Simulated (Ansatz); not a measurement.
hcp Hf was calculated with PBEsol (plane waves, PAW; Ansatz, a program for electronic structure).

Settings: plane-wave cutoff 520 eV, 18×18×12 k mesh (along the axes of the cell as run), Fermi–Dirac smearing 0.05 eV, scalar-relativistic PAW data made under PBE.

Properties against volume:

Shape and atoms are relaxed at each volume.

| V (Å³/atom) | P (GPa) | c (Å) | a (Å) |
|---|---|---|---|
| 20.741 | 4.97 | 4.940 | 3.114 |
| 21.173 | 2.38 | 4.971 | 3.136 |
| 21.605 | 0.00 | 5.001 | 3.159 |
| 22.037 | -2.17 | 5.031 | 3.181 |
| 22.469 | -4.16 | 5.060 | 3.202 |

Note: the bulk modulus comes from volumes at which shape and atoms were relaxed.
